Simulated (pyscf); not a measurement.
dichlorosilane (Cl–SiH₂–Cl) + water (H₂O) → HO–SiH(Cl)–Cl + hydrogen (H₂) (four-centre exchange; singlet surface; H–Si, H–O broken, O–Si, H–H formed). Optimised with ωB97X-D3(BJ)/def2-SVP in PySCF. Rate constants from transition-state theory, ωB97M-D3(BJ)/def2-TZVP energies (ideal gas, 1 atm, RRHO with modes under 100 cm⁻¹ raised to 100, one conformer, R ln 2 for chiral ones without a mode under 150 cm⁻¹; no tunnelling), k in cm³ molecule⁻¹ s⁻¹.

```
T (K)  1000/T  log10 k
-----  ------  -------
298     3.354   -36.46
600     1.667        ?
900     1.111   -20.63
1200    0.833   -18.47
```

Q: Fit an Arrhenius line to the three values, give the activation energy, and predict k at 600 K.

A: Least squares gives log10 k = -12.64 − 7.11 × 1000/T, so Ea = 7.11 × ln 10 × 1.987 = 32.5 kcal/mol, against an electronic barrier of 32.1. At 600 K the line gives -24.49; the computed value is -24.70 (ΔG‡ = 51.4 kcal/mol), a factor 1.6 under the line, since the plot is curved. On the reactant side the descent ends in a complex, 4.7 kcal/mol under the separated species and 37.2 kcal/mol under the saddle at ωB97X-D3(BJ)/def2-TZVP. One saddle was located; it need not be the lowest between these sides.
